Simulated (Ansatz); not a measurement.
Working through an active-space calculation of H₄SSi₂, SMILES [SiH2]1[SiH2]S1

Computed with Ansatz 0.2.0 through its Python package.

The script reads `h4ssi2.xyz`:
```text
7

Si   -0.86860   -0.17150   -0.65690
Si    0.78840    0.47000    0.63990
S     0.43920   -1.57320    0.07470
H    -2.18640   -0.35690   -0.08120
H    -0.78730   -0.04640   -2.16570
H     0.58890    0.64760    2.10430
H     2.08700    0.96230    0.03910
```

Run as a notebook:

```python
import ansatz as az
```

```python
mol = az.Crystal.molecule_from_extxyz("h4ssi2.xyz")
```

```python
model = (
    mol.calculation()
    .basis(gaussian="cc-pVDZ")
    .correlation(active_electrons=2, active_orbitals=3)
)
for method in [None]:
    r = (model if method is None else model.correlation(method)).run().report
    space = r["configurations"]
    state = space["states"][0]
    print(method or "casscf", f"total {r['free_energy_ev'] / 27.211386246:.6f} Ha, active-space state {state['energy']['hartree']:.6f} Ha, mean field {r['reference_energy_ev'] / 27.211386246:.6f} Ha")
    print("  determinants", state["n_determinants"], " natural occupations", [round(n, 3) for n in space["natural_occupations"]])
print("effectively unpaired electrons, sum of min(n, 2 - n):", round(sum(min(n, 2 - n) for n in space["natural_occupations"]), 3))
```

    casscf total -977.744116 Ha, active-space state -977.744116 Ha, mean field -977.728424 Ha
      determinants 9  natural occupations [1.967, 0.022, 0.011]
    effectively unpaired electrons, sum of min(n, 2 - n): 0.066

Total energies depend on the basis set; only differences at equal settings carry meaning. The geometry is a force-field or estimated start, not a minimum of this method, and the basis set is short of its limit. The active space starts as a window about the frontier orbitals and is then optimised, not chosen by chemistry. Timing: 7.2 s on 1 thread of Arm Neoverse V1 (shared host), peak memory 0.22 GiB.
